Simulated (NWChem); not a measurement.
**Correlation energy of S (-1)**

SMILES: [S-]
```xyz
1

S      0.0000     0.0000     0.0000
```
Charge -1, spin multiplicity 2.

Program: NWChem.

Basis set: aug-cc-pVDZ. Each correlation energy counts from its own Hartree-Fock reference.

| method | correlation energy (mHa) |
|---|---|
| CCSD on UHF | -139.6 |
| CCSD[T] on UHF | -143.6 |
| CCSDT on ROHF | -148.1 |
| CCSD(T) on ROHF | -147.6 |
| CCSD[T] on ROHF | -147.7 |
| SCS-UMP2 | -119.7 |
| CCSD(T) on UHF | -143.5 |
| UMP2 | -122.0 |
| CCSD on ROHF | -143.4 |

The values span 28.3 mHa, from CCSDT on ROHF (lowest) to SCS-UMP2 (highest). 

The correlated methods keep 5 core orbitals frozen. No SCF solution was tested for a lower state. Open-shell Hartree-Fock references start from PBE0 orbitals. Coupled-cluster values serve here as a point of comparison, not as the truth.
